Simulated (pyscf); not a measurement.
## Atom transfer: Cl• + Cl–CH(Cl)–Cl -> Cl–Cl + Cl–CH•–Cl

Gas phase, doublet surface, charge 0. Bonds broken: C2–Cl3. Bonds formed: Cl1–Cl3. Structures and frequencies: ωB97X-D3(BJ)/def2-SVP in PySCF.

Transition state (Å):

```xyz
6

Cl     0.1671     2.4696     0.3125
C      0.2793    -0.5806    -0.3437
Cl     0.5186     0.7689     1.7390
Cl    -1.2999    -0.2883    -0.8682
Cl     1.5581    -0.0835    -1.3295
H      0.4395    -1.4847     0.2476
```

One imaginary mode, 908i cm⁻¹; descent along it reached the two sides named.

| bond | change | reactant side (Å) | saddle | product side |
|---|---|---|---|---|
| C2–Cl3 | breaks | 1.776 | 2.493 | 3.6 |
| Cl1–Cl3 | forms | 2.8 | 2.247 | 2.018 |

Electronic energies relative to the separated reactants (kcal/mol):

```tsv
level	barrier	reaction energy	reverse barrier
ωB97X-D3(BJ)/def2-TZVP	36.8	+17.8	19.1
PBE/def2-TZVP	17.0	+10.1	6.8
r²SCAN/def2-TZVP	21.4	+12.9	8.5
B3LYP-D3(BJ)/def2-TZVP	24.8	+14.8	10.0
PBE0-D3(BJ)/def2-TZVP	28.4	+14.9	13.4
M06-2X/def2-TZVP	35.0	+17.4	17.6
ωB97M-D3(BJ)/def2-TZVP	36.0	+16.9	19.1
HF/def2-TZVP	57.6	+23.7	33.9
```

With ωB97M-D3(BJ)/def2-TZVP energies and thermal terms (ideal gas, 1 atm, RRHO with modes under 100 cm⁻¹ raised to 100, one conformer, R ln 2 for chiral ones without a mode under 150 cm⁻¹), in kcal/mol:

```json
[
 {"T (K)": "298", "ΔH‡": "34.8", "ΔG‡": "41.5", "ΔH": "+15.1", "ΔG": "+11.4"},
 {"T (K)": "600", "ΔH‡": "34.9", "ΔG‡": "48.3", "ΔH": "+15.0", "ΔG": "+7.8"},
 {"T (K)": "900", "ΔH‡": "34.7", "ΔG‡": "55.0", "ΔH": "+14.6", "ΔG": "+4.2"},
 {"T (K)": "1200", "ΔH‡": "34.5", "ΔG‡": "61.9", "ΔH": "+14.1", "ΔG": "+0.9"}
]
```

The same reactants have a lower exit, to Cl–C•(Cl)–Cl + HCl (barrier +2.4 kcal/mol at ωB97M-D3(BJ)/def2-TZVP, against +36.0 kcal/mol here). One saddle was located; it need not be the lowest between these sides. The angle at the transferred Cl is 82°: a side-on saddle, likely not the lowest. Left out: orbital degeneracy and the spin-orbit lowering of Cl.
